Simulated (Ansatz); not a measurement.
# CH₆B₂: up Jacob's ladder to CCSD(T)

One table from this session's results is given with a row withheld; the runs are named, their logs left out.

Method: functionals in def2-TZVPP, the program's frozen cores in correlated methods; program: Ansatz 0.2.0, Gaussian basis.

Plan: LDA (SPW92), PBE-D4, revPBE-D4, BLYP-D4, r2SCAN-D4, B97M-V, PBE0-D4, B3LYP-D4, r2SCANh-D4, r2SCAN0-D4, HSE06-D4, BHLYP-D4, CAM-B3LYP-D4, LC-ωPBE, ωB97X-V, ωB97M-V, B2PLYP, PBE-QIDH; CCSD(T)/def2-SVP; CCSD(T)/def2-TZVPP; MP2/def2-QZVPP; extrapolation to the limit; RPA on PBE.

1 further run of the same task is left out (it didn't finish).

### Structure used throughout

All runs share one geometry, relaxed beforehand with PBE0-D4 in a triple-zeta def2 set.

9 atoms, charge 0, spin multiplicity 1.

Atoms are counted from 1 here; the program's logs count them from 0.

Bond lengths: B1–C2 1.550 Å, B1–H4 1.197 Å, B1–H5 1.197 Å, C2–B3 1.551 Å, C2–H6 1.089 Å, C2–H7 1.106 Å, B3–H8 1.197 Å, B3–H9 1.197 Å. Angles: C2–B1–H4 119.8°, C2–B1–H5 121.3°, H4–B1–H5 118.9°, B1–C2–B3 108.9°, B1–C2–H6 115.1°, B1–C2–H7 102.4°, B3–C2–H6 115.0°, B3–C2–H7 102.2°, H6–C2–H7 111.8°, C2–B3–H8 121.3°, C2–B3–H9 119.8°, H8–B3–H9 118.9°.

Coordinates:

```csv
atom,x (Å),y (Å),z (Å)
B1,-0.46092,0.61315,-1.03331
C2,0.62784,-0.01174,-0.12342
B3,-0.04143,-0.53269,1.17486
H4,-1.36193,-0.06562,-1.43420
H5,-0.43035,1.77081,-1.33589
H6,1.51071,0.60624,0.03052
H7,0.87165,-0.95083,-0.65411
H8,0.25847,-0.09640,2.24832
H9,-0.88552,-1.37922,1.11012
```

Set-up of the first run:

The input, in.yaml:

```yaml
crystal:
  periodic: [false, false, false]
  atoms:
    - {symbol: B, position_ang: [-0.460925, 0.613151, -1.033307]}
    - {symbol: C, position_ang: [0.627840, -0.011744, -0.123423]}
    - {symbol: B, position_ang: [-0.041435, -0.532687, 1.174864]}
    - {symbol: H, position_ang: [-1.361928, -0.065615, -1.434204]}
    - {symbol: H, position_ang: [-0.430355, 1.770806, -1.335891]}
    - {symbol: H, position_ang: [1.510709, 0.606244, 0.030521]}
    - {symbol: H, position_ang: [0.871653, -0.950834, -0.654106]}
    - {symbol: H, position_ang: [0.258467, -0.096402, 2.248322]}
    - {symbol: H, position_ang: [-0.885523, -1.379218, 1.110123]}
basis:
  gaussian: {orbitals: def2-TZVPP}
hamiltonian: {xc: lda}
output: {orbitals: {seedname: orbitals}}
```

Command:

```console
ansatz run in.yaml --threads 2 --pin off --events-out ev --progress --plain --max-ram 4352MiB
```

Among the steps run: LDA; PBE-D4 (GGA); revPBE-D4 (GGA); BLYP-D4 (GGA); r2SCAN-D4 (meta-GGA); B97M-V (meta-GGA); B3LYP-D4 (hybrid); r2SCANh-D4 (hybrid); r2SCAN0-D4 (hybrid); HSE06-D4 (hybrid); BHLYP-D4 (hybrid); CAM-B3LYP-D4 (range-separated); LC-ωPBE (range-separated); ωB97X-V (range-separated); ωB97M-V (range-separated); B2PLYP (double hybrid); PBE-QIDH (double hybrid).

One of the session's tables, all rows but one given; the rest of the session is left out.

It belongs to the step «Frontier levels by functional». 

```
  functional  HOMO (eV)  LUMO (eV)  gap (eV)
 LDA (SPW92)      -7.64      -3.15      4.48
      PBE-D4      -7.64      -2.88      4.76
   revPBE-D4      -7.63      -2.77      4.86
     BLYP-D4      -7.60      -2.73      4.88
   r2SCAN-D4      -7.94      -2.48      5.46
      B97M-V      -8.04      -2.60      5.43
     PBE0-D4      -9.02      -1.86      7.16
    B3LYP-D4      -8.86      -2.09      6.77
  r2SCANh-D4      -8.45      -2.14      6.31
  r2SCAN0-D4      -9.22      -1.63      7.58
    HSE06-D4          ?          ?         ?
    BHLYP-D4     -10.37      -0.83      9.55
CAM-B3LYP-D4     -10.50      -0.77      9.72
     LC-ωPBE     -11.87       0.44     12.31
     ωB97X-V     -11.52       0.33     11.85
     ωB97M-V     -11.36       0.06     11.42
```

Q: Estimate the row for HSE06-D4 from the others.

The run gave: HOMO (eV): -8.62; LUMO (eV): -2.25; gap (eV): 6.37. In the column «HOMO (eV)» it lies between B3LYP-D4 (-8.86) and r2SCANh-D4 (-8.45).
